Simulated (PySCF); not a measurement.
## What binds to water, and how strongly

Gas-phase complexes of water, each in one structure from a short search with a few starts, optimised by PBE0-D3(BJ)/def2-TZVPD; other ways of binding may lie lower. Energies in kcal/mol, wB97M-D3(BJ)/def2-TZVPD, counterpoise-corrected (PySCF): interaction is complex less parts frozen as they stand in it, binding adds what it costs to deform them. Contacts are written partner···water; electrostatic, Pauli and orbital are terms of the uncorrected same energy, whose rest is dispersion or correlation.

2 other partners are left out, for which the search missed the form known or expected to bind best.

Frequency runs check all these structures; an imaginary mode is left, so that the point isn't a minimum, in the complex with alane (98i cm⁻¹).

Order these partners of water by binding energy, strongest first: water, chloride, hydroxide, Zn2+, Mg2+, alane.

Zn2+ (-99.1), Mg2+ (-82.4), hydroxide (-26.7), alane (-19.7), chloride (-14.5), water (-5.0).
```csv
partner,contact,distance (Å),binding,interaction,electrostatic,Pauli,orbital
Zn2+,Zn···O,1.87,-99.1,-99.9,-85.3,47.7,-61.6
Mg2+,Mg···O,1.91,-82.4,-82.7,-63.3,24.2,-42.6
hydroxide,O···H,1.22,-26.7,-50.5,-69.3,95.2,-75.9
alane,Al···O,2.02,-19.7,-22.8,-43.7,44.2,-22.3
chloride,Cl···H,2.12,-14.5,-15.1,-19.9,14.2,-8.8
water,O···H,1.93,-5.0,-5.0,-8.8,7.3,-3.0
```

Multiply charged ions in the gas phase bind far more strongly than in solution.
